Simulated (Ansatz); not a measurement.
C4H6S can be A, `C1=CSCC1`, or B, `CC(C)=C=S`.

Calculated with Ansatz (gas phase, PBE0-D4/def2-TZVP geometries, no zero-point term in ΔE). CCSD(T)/CBS is the MP2 limit (def2-TZVPP, def2-QZVPP) plus CCSD(T) − MP2 in def2-TZVPP, frozen cores. DFT in def2-TZVPP. B3LYP here is the variant with VWN-RPA as its local correlation; programs differ in this.

Which isomer does CCSD(T)/CBS put lower? Give the gap. (Best estimate.)

The calculation gave: A, by 16.2 kcal/mol.

Give E(B) − E(A) in kcal/mol with MP2/def2-TZVPP, B2PLYP, r2SCAN-D4, CCSD(T)/def2-TZVPP, HF/def2-TZVPP, B3LYP-D4, CCSD/def2-TZVPP. (Estimate.)

Computed: MP2/def2-TZVPP 15.4, B2PLYP 11.6, r2SCAN-D4 12.8, CCSD(T)/def2-TZVPP 14.9, HF/def2-TZVPP 13.8, B3LYP-D4 11.3, CCSD/def2-TZVPP 15.7. None reverses the order clearly.

Largest T1 diagnostic: 0.015.

From PBE to PBE0 (25 % exact exchange), in def2-TZVPP and without D4, E(B) − E(A) moves by +3.8 kcal/mol. In def2-TZVPP, CCSD(T) changes the Hartree–Fock value by +1.0 kcal/mol (the triples alone add −0.8 kcal/mol) and MP2 by +1.6 kcal/mol.
